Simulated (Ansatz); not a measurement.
Rock-salt TiN, treated with r²SCAN in Ansatz (PAW).

Numerical settings: plane-wave cutoff 560 eV, 22×22×22 k mesh, Fermi–Dirac smearing 0.05 eV, no spin polarisation, scalar-relativistic PAW data made under PBE.

A third-order Birch–Murnaghan fit to the energies gives V0 = 9.478 Å³/atom, B0 = 295 GPa, B′ = 4.2.

```json
[
 {"V (Å³/atom)": "8.909", "P (GPa)": "20.83"},
 {"V (Å³/atom)": "9.099", "P (GPa)": "13.15"},
 {"V (Å³/atom)": "9.288", "P (GPa)": "?"},
 {"V (Å³/atom)": "9.478", "P (GPa)": "0.01"},
 {"V (Å³/atom)": "9.667", "P (GPa)": "?"},
 {"V (Å³/atom)": "9.857", "P (GPa)": "?"},
 {"V (Å³/atom)": "10.047", "P (GPa)": "-15.22"}
]
```

### Question
Estimate the withheld pressures from this fit; the answers are the runs' own values.

### Answer

- 9.288, P (GPa): 6.24
- 9.667, P (GPa): -5.60
- 9.857, P (GPa): -10.66

The formula P = (3/2) B0 (x^(7/3) − x^(5/3)) [1 + (3/4)(B′ − 4)(x^(2/3) − 1)] with x = V0/V meets the computed pressures within 0.04 GPa when these rounded values are put in.

Measured, for comparison: bulk modulus 288 GPa (temperature not stated, not corrected to a static lattice; as tabulated in Krasnenko and Brik (2013), arXiv:1306.3139); equilibrium volume per atom 9.52 Å³/atom (temperature not stated, not corrected to a static lattice; as tabulated in Zhang et al. (2018), doi:10.1088/1367-2630/aac7f0). Computed (rounded) less measured: bulk modulus +2 %, equilibrium volume per atom -0.4 %. A static lattice is as a rule a little smaller and stiffer than an uncorrected measurement, which narrows the difference in the bulk modulus, equilibrium volume per atom and would widen misses of the other sign.

Static lattice: no zero-point or thermal effects.

Ansatz is a first-principles code.
